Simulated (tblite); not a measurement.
# CH2BeN: the cost of one run

Programs: tblite 0.8.0 and PySCF 2.14.0. All values are calculated, for the isolated system unless a continuum is named. Atoms count from 0, parts from 1.

## 1. The system as given

5 atoms, charge -1, multiplicity 1; geometry: rigid parts in contact. Parts: 1 = atoms 0–2, `[BeH2]`, charge 0; 2 = atoms 3–4, `[C-]#N`, charge -1.

## 2. Bringing the parts together with GFN2-xTB

The job: settings as JSON, then the geometry in Å.

```
{"job": {"kind": "dock", "xc": "GFN2-xTB", "basis": "xTB"}, "charge": -1, "multiplicity": 1, "parts": [{"atoms": "0-2", "charge": 0, "multiplicity": 1}, {"atoms": "3-4", "charge": -1, "multiplicity": 1}]}
Be    -0.000061     0.000038    -0.000052
H      0.492530    -0.895039     0.770490
H     -0.492468     0.895001    -0.770439
C     -1.498763    -1.721309    -0.326687
N     -2.419004    -2.486323    -0.235981
```

Method: GFN2-xTB search for minima from random contacts, gas phase.

Command:

```
OMP_NUM_THREADS=1 python cluster_run.py task.json out
```

One launch serves the whole session: the jobs run in the order shown.

**Question.** How long does this first job take on 1 thread of Intel Xeon Platinum 8375C at 2.90GHz, shared host?

About 2.2 s.
